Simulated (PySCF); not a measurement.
Cartesian coordinates in Å; atom numbers follow the order of the lines, from 1:
```xyz
6

F     1.5792    0.1328   -0.1252
P     0.0005    0.0003   -0.0041
F    -0.1493    1.5255   -0.2920
F     0.1535   -0.4980    1.4650
F    -0.0023   -1.0256   -1.1788
F    -1.5784   -0.1330    0.1135
```

Geometry: GFN2-xTB; GIAO absolute shieldings from PySCF 2.14.0 with density-fitted response routines, gas phase, non-relativistic, averaged over equivalent atoms.

At wB97X/pcSseg-1 (109 basis functions, 7.2 s wall time on 1 thread of an Arm Neoverse V1, shared host):
| atoms | σ (ppm) |
| --- | --- |
| F1 | 237.2 |
| F6 | 237.2 |
| F3/F4/F5 | 243.4 |
| P2 | 375.1 |

Estimate the result of repeating the calculation with PBE0/pcSseg-1.

Answers


```csv
atoms,σ at PBE0/pcSseg-1,change
F1,231.0,-6.2
F6,231.0,-6.2
F3/F4/F5,236.9,-6.5
P2,373.2,-1.9
```

The largest change is at F3/F4/F5 (fluorine bonded to P). Cost: 109 basis functions, of the order of 18 core-seconds.
